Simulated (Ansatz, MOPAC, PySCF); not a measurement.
**Bulk modulus B0 of diamond-structure Si: levels of theory against measurement**

Reference value: 101 GPa (measured, 0 K value with zero-point phonon effects removed; as tabulated in Sun et al. (2011), doi:10.1103/physrevb.84.035117).

**Question.** What do PM7 semi-empirical Hartree-Fock (MOPAC), LDA, PBE, rVV10, r²SCAN, Hartree–Fock, MP2, CCSD give, and how far is each from the reference?

**Answer.** 
```tsv
level (code)	value (GPa)	cell (Å³/atom)	error (%)
PM7 semi-empirical Hartree-Fock (MOPAC)	188	18.26	+86
LDA (Ansatz)	96.4	19.70	-4.6
PBE (Ansatz)	88.7	20.46	-12.2
rVV10 (Ansatz)	87.0	20.63	-13.9
r²SCAN (Ansatz)	96.9	20.17	-4.1
Hartree–Fock (Ansatz)	104	20.86	+3.0
MP2 (PySCF)	104 ± 3	19.57	+3.0
CCSD (PySCF)	98.8 ± 3	19.85	-2.2
```

Once the reference is moved by up to 1.7 % (a margin picked here for doubts on the reference and the settings) and values within 1.7 % count as equal, the nearest can be CCSD (-2.2 %), Hartree–Fock (+3.0 %) or MP2 (+3.0 %). Farthest off among them: PM7 semi-empirical Hartree-Fock (MOPAC) (+86 %). Within 10 %: LDA, r²SCAN, Hartree–Fock, MP2, CCSD.

A ± on a computed value is a rough bar: the spread of its extrapolation, a floor set from checks against published values, or a statistical error. PM7 semi-empirical Hartree-Fock (MOPAC): the method was fitted mainly to molecules. PM7 semi-empirical Hartree-Fock (MOPAC): the run uses a supercell at the zone centre in place of a k mesh. Each level is taken at its own relaxed cell. Cutoffs and k meshes differ between the levels. Ansatz's density-functional and Hartree–Fock values are scalar-relativistic unless marked +SOC, with PAW data made under PBE.

Differences are worked out from the printed values.

Ansatz is a quantum-chemistry and plane-wave program.
